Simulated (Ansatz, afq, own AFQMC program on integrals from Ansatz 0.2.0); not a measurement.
C2H6Ga, doublet in def2-TZVP, levels against AFQMC with the constraint released

```xyz
9

C    -1.4513   -0.6146    0.0358
C    -0.0356   -0.9096    0.5060
Ga    1.3238    0.5575    0.3990
H    -1.4758   -0.3158   -1.0241
H    -1.9091    0.2074    0.6085
H    -2.1125   -1.4912    0.1413
H    -0.0164   -1.2283    1.5654
H     0.4151   -1.7469   -0.0597
H     2.8183    0.2410    0.8969
```

Basis def2-TZVP. Only valence electrons are correlated. AFQMC by an in-house program on the Cholesky factors that Ansatz 0.2.0 writes for its CCSD(T) run. The CISD trial takes its coefficients from CCSD amplitudes. Released means that phaseless walkers are propagated on without the constraint, phases kept. ± is one standard error of the sampling. No spin–orbit coupling.

Determinant: UHF, the one that the program's search chose, which needn't be the lowest solution. The geometry is a PBE0/def2-SVP stationary point of this or a neighbouring charge and spin state.

No full CI on the walks' own integrals is used here. The released AFQMC energy serves as the reference, which it does only where one determinant dominates, the energy is flat over the last release times and near the phaseless one (40 meV or 2 meV an electron, half that with transition metals). On small molecules, where full CI could be run and the noise was under 10 meV, such values lay within 10 meV of it in 19 cases of 20, a flattering rate, since the rule was set on those same cases; what remains of the bias isn't in the error bar.

Cautions: no relativity below Rb; no spin-orbit coupling; inner d shell frozen; the released value is read at 1.50 1/Eh (meV from the phaseless value at times in 1/Eh: 2 ± 9 at 0.24, 3 ± 9 at 0.51, 3 ± 8 at 0.99, -12 ± 8 at 1.50).

```
T1 diagnostic                               : 0.0119
weight of the determinant in the CISD state : 0.840
⟨S²⟩ of the determinant                     : 0.757
size of the correlated space                : 17 electrons in 130 orbitals
```

```tsv
level	correlation energy (eV)
MP2	-10.9201
CCSD	-12.0163
CCSD(T)	-12.4530
```

Question: Estimate where AFQMC with the constraint released lies against CCSD(T) on the same integrals.

Answer: 1.42 ± 0.19 kcal/mol below CCSD(T).

Reference: AFQMC with the constraint released, correlation energy -12.515 ± 0.008 eV.

```tsv
level	E − E(reference) (kcal/mol)	share of correlation (%)
CCSD(T)	1.42 ± 0.19	99.51
ph-AFQMC/CISD	0.27 ± 0.24	99.91
```

Released energies are given only where the last usable release times agree within the noise; a slower fall can still hide under it.
